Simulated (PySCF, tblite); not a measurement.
# C₄H₈N radical: geometry, infrared bands and EPR parameters

What infrared bands and EPR parameters should C₄H₈N radical (`C[CH]/C=N\C`) show?

The runs use tblite 0.8.0 and PySCF 2.14.0, with density-fitted response routines of our own; the level of theory stands in each step. All values are computed, except where a source is named. Atoms count from 0, in the outputs and in this text.

## 1. The molecule as given

13 atoms, charge 0, multiplicity 2; geometry from: force field or distance geometry start.

Bonds of the start (Å): C0–C1 1.50, C1–C2 1.46, C2–N3 1.29, N3–C4 1.47, C0–H5 1.09, C0–H6 1.09, C0–H7 1.10, C1–H8 1.09, C2–H9 1.10, C4–H10 1.09, C4–H11 1.10, C4–H12 1.09.

## 2. Relaxing the molecule with GFN2-xTB

The job: settings as JSON, then the geometry in Å.

```
{"job": {"kind": "relax", "xc": "GFN2-xTB", "basis": "xTB"}, "charge": 0, "multiplicity": 2}
C      2.091600    -0.420800    -0.465300
C      0.656700    -0.329000    -0.054300
C     -0.136900     0.843700    -0.391300
N     -1.376600     1.096400    -0.127500
C     -2.135700     0.104800     0.646400
H      2.398400     0.462900    -1.029600
H      2.233800    -1.295700    -1.099300
H      2.732300    -0.509000     0.419700
H      0.220900    -1.143200     0.521000
H      0.388900     1.617400    -0.966800
H     -1.709100    -0.054600     1.632300
H     -3.158800     0.473400     0.781300
H     -2.209800    -0.845700     0.115500
```

Run with:

```console
> OMP_NUM_THREADS=1 python probes_run.py task.json out
```

This one command runs all jobs of the session in turn.

**Question.** This job is followed by: GFN2-xTB harmonic vibrations, gas phase; UKS B3LYP, pcH-1 on C H N, non-relativistic, mean-field spin-orbit, GIAO. What will the session give for the following? strongest single infrared mode (GFN2-xTB); zero-point energy (GFN2-xTB); g(iso) (B3LYP); ⟨S²⟩; largest a(iso) (averaged by class); surface potential, 1st and 99th percentile.

As calculated:

| quantity | value |
| --- | --- |
| strongest single infrared mode (GFN2-xTB) | 3078 cm⁻¹, 51 km/mol |
| zero-point energy (GFN2-xTB) | 67.9 kcal/mol |
| g(iso) (B3LYP) | 2.00361 |
| ⟨S²⟩ | 0.775 (exact 0.75) |
| largest a(iso) (averaged by class) | 13C on C1, 56.6 MHz |
| surface potential, 1st and 99th percentile | -1.89 V and 0.95 V |

**Reading.** Over 21 steps the energy fell by 0.144 eV; of the close pairs, C1–C2 changed most, 1.456 to 1.383 Å. The lowest mode is imaginary (51i cm⁻¹), so the xTB geometry is not a minimum. The strongest single mode, at 3078 cm⁻¹, moves mainly H8. Unscaled tight-binding wavenumbers are off by several per cent, some by more. Its intensities can rank the bands wrongly. The largest spin populations lie on C1 (0.69 e), N3 (0.53 e). The isotropic g lies 1.3 ppt above the free-electron value.
